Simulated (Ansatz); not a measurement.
# BCl2: the cost of one run

Method: def2-QZVPP, core rule «outside noble gas», up to 11 orbitals frozen; program: Ansatz 0.2.0, Gaussian basis.

Plan: UHF; ROHF; CCSD(T) on UHF.

4 further runs of the same task are left out: 4 set aside as unsound or not needed.

## (1) What is computed

The geometry is a PBE0/def2-TZVP stationary point (not a proven minimum) of the parent state, kept for this charge and spin.

3 atoms, charge 1, spin multiplicity 3.

Atoms are counted from 1 here; the program's logs count them from 0.

Bond lengths: B1–Cl2 1.720 Å, B1–Cl3 1.720 Å. Angles: Cl2–B1–Cl3 125.4°.

## (2) UHF

File in.yaml:

```yaml
crystal:
  periodic: [false, false, false]
  atoms:
    - {symbol: B, position_ang: [0.000000, -0.684100, 0.000000]}
    - {symbol: Cl, position_ang: [0.000000, 0.104304, -1.528646]}
    - {symbol: Cl, position_ang: [0.000000, 0.104304, 1.528646]}
basis:
  gaussian: {orbitals: "def2-QZVPP.json"}
total_charge: 1
magnetization: {spin_polarized: true, initial_magnetization: 2}
hamiltonian: {xc: hf}
output: {orbitals: {seedname: orbitals}}
```

Started as:

```console
> ansatz run in.yaml --threads 1 --pin off --events-out ev --progress --plain --max-ram 2393MiB
```

Q: Estimate wall time and peak memory on 1 thread of Arm Neoverse N1, shared host.

About 73 s, with a peak of 0.57 GiB.
